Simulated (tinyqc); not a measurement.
MP2 on RHF in the sto-6g basis, frozen core, for BH3, spin multiplicity 1, step by step. One step of it, computed by the program tinyqc.

Task: Iteration 1: diagonalisation and new density. Diagonalise F' = X^T F X, C = X C', fill 4 alpha and 4 beta electrons from the bottom; D = 2 C_occ C_occ^T. Each column has its largest component positive (the first on a tie).

Fock matrix F (hartree), lower triangle:
```
            1B 1s      1B 2s     1B 2px     1B 2py    1B 2pz      2H 1s      3H 1s      4H 1s
1B 1s   -6.160241
1B 2s   -1.817544  -0.598582
1B 2px   0.000013   0.000103   0.212177
1B 2py   0.000000   0.000000   0.000000   0.212180
1B 2pz  -0.000807   0.009806  -0.000001   0.000000  0.809902
2H 1s   -0.409028  -0.309610  -0.160729   0.000000  0.003296  -0.033224
3H 1s   -0.409336  -0.309774   0.080435  -0.139231  0.003297  -0.090275  -0.033340
4H 1s   -0.409336  -0.309774   0.080435   0.139231  0.003297  -0.090275  -0.090360  -0.033340
```

X:
```
                1          2          3          4          5          6          7          8
1B 1s   -0.354878   0.000000  -0.000508   0.962536   0.075734   0.000000   0.000114   0.192185
1B 2s    1.378235   0.000000   0.001478  -0.032461   0.010153   0.000000   0.000221   0.474271
1B 2px  -0.001555   0.000000   1.089240   0.000024   0.000000   0.000000   0.594599  -0.000204
1B 2py   0.000000   1.089266   0.000000   0.000000   0.000000   0.594636   0.000000   0.000000
1B 2pz  -0.017627   0.000000  -0.000016  -0.081690   0.996582   0.000000  -0.000002  -0.005936
2H 1s   -0.663273   0.000000  -0.961640  -0.193105  -0.015277   0.000000   0.449450   0.293516
3H 1s   -0.665285  -0.832295   0.479760  -0.193001  -0.015269   0.389115  -0.224542   0.293767
4H 1s   -0.665285   0.832295   0.479760  -0.193001  -0.015269  -0.389115  -0.224542   0.293767
```

Give: F' = X^T F X; orbital energies; coefficients C; D after iteration 1.

Result:

F' = X^T F X (hartree), lower triangle:
```
       1      2      3       4       5       6       7       8
1  0.705
2  0.000  0.836
3  0.000  0.000  0.836
4  0.546  0.000  0.001  -5.168
5  0.041  0.000  0.000  -0.496   0.769
6  0.000  0.120  0.000   0.000   0.000  -0.037
7  0.000  0.000  0.120  -0.001   0.000   0.000  -0.037
8  0.180  0.000  0.000  -2.120  -0.176   0.000   0.000  -1.146
```

orbital energies (hartree): MO1 -6.167, MO2 -0.239, MO3 -0.053, MO4 -0.053, MO5 0.755, MO6 0.810, MO7 0.852, MO8 0.852

coefficients C:
```
           MO1     MO2     MO3     MO4     MO5     MO6     MO7     MO8
1B 1s    0.990  -0.216   0.000   0.000  -0.263   0.014   0.001   0.000
1B 2s    0.042   0.517   0.000   0.000   1.360  -0.080  -0.003   0.000
1B 2px   0.000   0.000   0.443   0.000   0.003   0.000   1.159   0.000
1B 2py   0.000   0.000   0.000   0.443   0.000   0.000   0.000   1.159
1B 2pz   0.000  -0.007   0.000   0.000   0.051   0.999   0.000   0.000
2H 1s   -0.007   0.312   0.574   0.000  -0.684   0.048  -0.890   0.000
3H 1s   -0.007   0.313  -0.287   0.497  -0.681   0.047   0.448  -0.773
4H 1s   -0.007   0.313  -0.287  -0.497  -0.681   0.047   0.448   0.773
```

D after iteration 1, lower triangle:
```
         1B 1s   1B 2s  1B 2px  1B 2py  1B 2pz   2H 1s   3H 1s  4H 1s
1B 1s    2.052
1B 2s   -0.140   0.538
1B 2px   0.000   0.000   0.393
1B 2py   0.000   0.000   0.000   0.393
1B 2pz   0.003  -0.007   0.000   0.000   0.000
2H 1s   -0.149   0.323   0.509   0.000  -0.004   0.855
3H 1s   -0.149   0.322  -0.254   0.441  -0.004  -0.134   0.855
4H 1s   -0.149   0.322  -0.254  -0.441  -0.004  -0.134  -0.134  0.855
```
